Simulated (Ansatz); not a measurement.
System: zinc-blende MgTe (metastable phase). Method: PBEsol+SOC (plane waves, PAW; Ansatz, an electronic-structure program).

Settings: plane-wave cutoff 520 eV, 10×10×10 k mesh, Fermi–Dirac smearing 0.01 eV, PAW data made under PBE.

A third-order Birch–Murnaghan fit to the energies gives V0 = 33.386 Å³/atom, B0 = 36.0 GPa, B′ = 4.2.

| V (Å³/atom) | P (GPa) |
|---|---|
| 31.381 | … |
| 32.049 | … |
| 32.717 | 0.760 |
| 33.384 | 0.001 |
| 34.052 | -0.683 |
| 34.720 | … |
| 35.388 | … |

Q: Estimate the withheld pressures from this fit; the answers are the runs' own values.

A: 
- 31.381, P (GPa): 2.535
- 32.049, P (GPa): 1.601
- 34.720, P (GPa): -1.300
- 35.388, P (GPa): -1.856

The formula P = (3/2) B0 (x^(7/3) − x^(5/3)) [1 + (3/4)(B′ − 4)(x^(2/3) − 1)] with x = V0/V meets the computed pressures within 0.01 GPa when these rounded values are put in.

Measured, for comparison: equilibrium volume per atom 33.08 Å³/atom (room temperature, not corrected to a static lattice, from epitaxial CdTe/MgTe superlattices; as tabulated in Lucero et al. (2012), arXiv:1111.4515). Computed (rounded) less measured: equilibrium volume per atom +0.9 %.

The computed numbers hold no vibrational or temperature effects.

Computing time: about 5 core-minutes (a rough figure).
